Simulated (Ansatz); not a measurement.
Cl⁻ beside C₂H₆: one fragment in the basis of the whole pair (the partner's atoms are ghosts).

The input file, in.yaml:

```yaml
crystal:
  periodic: [false, false, false]
  atoms:
    - {symbol: C, position_ang: [0.541849, 0.373078, 0.679728]}
    - {symbol: C, position_ang: [-0.645843, -0.415013, 0.156886]}
    - {symbol: H, position_ang: [0.565620, 0.422218, 1.774934]}
    - {symbol: H, position_ang: [1.478404, -0.072684, 0.336162]}
    - {symbol: H, position_ang: [0.524974, 1.394113, 0.291041]}
    - {symbol: H, position_ang: [-0.617812, -0.430457, -0.938368]}
    - {symbol: H, position_ang: [-1.593228, 0.033059, 0.475564]}
    - {symbol: H, position_ang: [-0.630545, -1.447960, 0.521093]}
basis:
  gaussian:
    orbitals: def2-SVP
    ghost_atoms:
      - {symbol: Cl, position_ang: [0.376581, 0.143549, -3.297040]}
correlation: {method: ccsd_t}
```

Command:

```bash
ansatz run in.yaml --threads 4 --pin off --events-out ev --progress --plain --max-ram 9574MiB
```

Output of Ansatz 0.2.0:

```
Functional definition: HF
  name "HF"
  cite "Fock, Z. Phys. 61, 126 (1930) doi:10.1007/BF01340294"
  parent pbe
  exchange = exact_x
  correlation = 0
694 factors; integrals over basis functions are off by at most 1.4e-3 eV
mean field evaluation 1: about -2152.9759 eV, gradient 2.3e1 eV
mean field evaluation 2: about -2152.9777 eV, gradient 2.3e1 eV
mean field evaluation 4: about -2154.4386 eV, gradient 2.1e0 eV
mean field evaluation 8: about -2154.4540 eV, gradient 1.3e-4 eV
mean field evaluation 16: about -2154.4538 eV, gradient 1.9e-1 eV
mean field -2154.45400472 eV, -79.1747243320 hartree, gradient 9.0e-7 eV, S^2 0.000000; 0 other end points of the search recorded, 0 dependent functions left out
2 core orbitals not correlated: weight in the atoms' cores, before any rotation towards them, 1.000 or more for the frozen orbitals, at most 0.000 for the correlated occupied ones
reference -2154.45400472 eV, -79.1747243320 hartree; 7, 7 occupied and 67, 67 virtual orbitals, 694 factors
second order -8.22716301 eV of doubles, -0.00000000 eV of singles
cycle   1  -8.94047592 eV  change   -7.1e-1 eV  update   5.4e-2
cycle   2  -9.18827388 eV  change   -2.5e-1 eV  update   1.6e-2
cycle   3  -9.21042428 eV  change   -2.2e-2 eV  update   4.1e-3
cycle   4  -9.21165252 eV  change   -1.2e-3 eV  update   1.1e-3
cycle   5  -9.21175954 eV  change   -1.1e-4 eV  update   2.2e-4
cycle   6  -9.21180400 eV  change   -4.4e-5 eV  update   5.9e-5
cycle   7  -9.21181662 eV  change   -1.3e-5 eV  update   1.4e-5
perturbative correction -0.22666755 eV, -0.0083298788 hartree
Total energy: -2163.89248888 eV, -79.5215822274 hartree
```

The run took about 0.7 s on 4 CPU threads of an AMD EPYC 7R43 (shared host).
